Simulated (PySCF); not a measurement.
# Stretching LiAl⁺

Set-up: PySCF, no relativity, basis sets Li def2-SVPD, Al def2-SVPD. Energies in eV from Li⁺ + Al in their ground configurations at the same level. State: ²Σ⁺ (doublet), unpaired electrons σ ↑.

All columns are PBE0. A positive dipole points towards Al; it is taken about the centre of mass and depends on that origin.

| R (Å) | E (eV) | μ (D) | Mulliken charge on Li (basis-dependent) | HOMO (eV) | LUMO (eV) | Mayer bond order | ⟨S²⟩ |
| --- | --- | --- | --- | --- | --- | --- | --- |
| 2.656 | -1.085 | -6.13 | 0.82 | -9.75 | -7.00 | 0.30 | 0.76 |
| 2.779 | -1.151 | -6.37 | 0.79 | -9.67 | -6.89 | 0.33 | 0.76 |
| 2.903 | -1.187 | -6.61 | 0.77 | -9.58 | -6.79 | 0.35 | 0.76 |
| 2.995 | -1.200 | -6.80 | 0.76 | -9.52 | -6.72 | 0.36 | 0.76 |
| 3.088 | -1.203 | -6.99 | 0.75 | -9.44 | -6.66 | 0.37 | 0.76 |
| 3.181 | -1.200 | -7.17 | 0.74 | -9.37 | -6.62 | 0.38 | 0.76 |
| 3.304 | -1.186 | -7.43 | 0.73 | -9.27 | -6.56 | 0.39 | 0.76 |
| 3.459 | -1.157 | -7.74 | 0.72 | -9.13 | -6.47 | 0.40 | 0.76 |
| 3.644 | -1.112 | -8.12 | 0.71 | -8.97 | -6.37 | 0.41 | 0.76 |
| 3.891 | -1.039 | -8.64 | 0.69 | -8.76 | -6.22 | 0.42 | 0.76 |

A fit through these points gives, at Re = 3.085 Å, μ = -6.98 D and dμ/dR = -2.03 D/Å; the reduced mass is 5.568 u.

Task: How strong is the fundamental in the double-harmonic approximation, I = 42.26·(dμ/dR)²/μred km/mol?

Result: I = 42.26·(-2.03)²/5.568 = 31.3 km/mol at PBE0.

For an ion De counts to the pair picked by the measured ionisation energies or electron affinities, which need not be the lowest pair at this level. The state is the lowest determinant that a PBE0 search found; another state may lie lower at other levels.
